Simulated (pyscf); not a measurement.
**Atom transfer: `[F][CH]([F])[Cl]` + `[H]` [doublet] → `[FH]` + `[F][CH][Cl]` [doublet]**

Gas phase, doublet surface, charge 0. Bonds broken: F1–C2. Bonds formed: F1–H6. PySCF, gas phase, ωB97X-D3(BJ)/def2-SVP geometries. Correlated levels are frozen-core, on RHF or UHF. ΔMP2 is the change of the MP2 total energy from the triple- to the quadruple-zeta basis.

Transition state (Å):

```xyz
6

F      0.1383     0.1473     1.1049
C      0.3809     0.3178    -0.5557
F      0.8862     1.5270    -0.6907
Cl    -1.1377     0.1256    -1.3451
H      1.1002    -0.4783    -0.7782
H      0.0099     0.0920     2.3494
```

One imaginary mode, 1990i cm⁻¹; descent along it reached the two sides named.

| bond | change | reactant side (Å) | saddle | product side |
|---|---|---|---|---|
| F1–C2 | breaks | 1.336 | 1.687 | 3.0 |
| F1–H6 | forms | 3.2 | 1.252 | 0.927 |

Electronic energies relative to the separated reactants (kJ/mol):

```csv
level,barrier,reaction energy,reverse barrier
ωB97X-D3(BJ)/def2-TZVP,158.0,-71.0,229.0
PBE/def2-TZVP,98.3,-71.0,169.4
r²SCAN/def2-TZVP,106.3,-78.8,185.1
B3LYP-D3(BJ)/def2-TZVP,113.8,-86.2,200.0
PBE0-D3(BJ)/def2-TZVP,133.1,-71.7,204.8
M06-2X/def2-TZVP,156.0,-68.1,224.1
ωB97M-D3(BJ)/def2-TZVP,148.6,-71.6,220.2
HF/def2-TZVP,237.4,-71.8,309.2
MP2/def2-QZVPP,183.2,-70.1,253.3
CCSD/def2-TZVPP,166.8,-87.4,254.2
CCSD(T)/def2-TZVPP,158.0,-82.2,240.2
CCSD(T)/def2-TZVPP + ΔMP2(QZVPP),154.3,-85.4,239.7
```

With CCSD(T)/def2-TZVPP + ΔMP2(QZVPP) energies and thermal terms (ideal gas, 1 atm, RRHO with modes under 100 cm⁻¹ raised to 100, one conformer, R ln 2 for rigid chiral ones), in kJ/mol:

| T (K) | ΔH‡ | ΔG‡ | ΔH | ΔG |
|---|---|---|---|---|
| 298 | 150.6 | 176.0 | -75.8 | -91.3 |
| 600 | 149.9 | 202.0 | -77.2 | -106.8 |
| 900 | 149.2 | 228.1 | -80.2 | -120.9 |
| 1200 | 148.3 | 254.6 | -83.8 | -134.0 |

The same reactants have a lower exit, to F–CH•–F + HCl (barrier +49.2 kJ/mol at ωB97M-D3(BJ), against +148.6 kJ/mol here). This is the saddle that the search found; another between the same sides may lie lower. The angle at the transferred F is 176°. The CCSD(T) − MP2 part came from Ansatz, without density fitting, on the same reference. A UHF reference is spin-contaminated (<S²> up to 0.86), which harms MP2 most.
